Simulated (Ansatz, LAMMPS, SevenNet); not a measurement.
**Wurtzite GaN: properties by level of theory**

Reference values: lattice constant a 3.189 Å (measured, room temperature, not corrected to a static lattice; as tabulated in Lucero et al. (2012), arXiv:1111.4515); lattice parameter c 5.185 Å (measured, room temperature, no zero-point or thermal correction; as tabulated in Lucero et al. (2012), arXiv:1111.4515).

```json
[
 {"level (code)": "ionic model zapol1997 (shell model, LAMMPS)", "equilibrium lattice constant a (Å)": "3.227", "c axis length (Å)": "5.159"},
 {"level (code)": "SevenNet-l3i5", "equilibrium lattice constant a (Å)": "3.214", "c axis length (Å)": "5.242"},
 {"level (code)": "RPBE (Ansatz)", "equilibrium lattice constant a (Å)": "3.244", "c axis length (Å)": "5.283"},
 {"level (code)": "rVV10 (Ansatz)", "equilibrium lattice constant a (Å)": "___", "c axis length (Å)": "5.276"}
]
```

Problem. What belongs in the gaps?

Solution. 
- rVV10 (Ansatz, a first-principles code), equilibrium lattice constant a (Å): 3.232

Differences from the reference values (errors of the level alone only where the reference is corrected to a static lattice):

```json
[
 {"level": "ionic model zapol1997", "lattice constant a (%)": "+1.19", "lattice parameter c (%)": "-0.50"},
 {"level": "SevenNet-l3i5", "lattice constant a (%)": "+0.78", "lattice parameter c (%)": "+1.10"},
 {"level": "RPBE", "lattice constant a (%)": "+1.72", "lattice parameter c (%)": "+1.89"},
 {"level": "rVV10", "lattice constant a (%)": "+1.35", "lattice parameter c (%)": "+1.76"}
]
```

Nearest: lattice constant a, not ranked (reference at room or unstated temperature); lattice parameter c, not ranked (reference at room or unstated temperature).

Empirical potentials (ionic model zapol1997) are fitted to chosen data: where that held the value shown, agreement is built in, and what lay outside the fit can be far off. Machine-learned potentials (SevenNet-l3i5) are trained on DFT data: a solid inside that data is no test of them.

Ansatz's density-functional and Hartree–Fock values are scalar-relativistic unless marked +SOC, with PAW data made under PBE.

Differences are worked out from the printed values.

The computed numbers hold no vibrational or temperature effects.
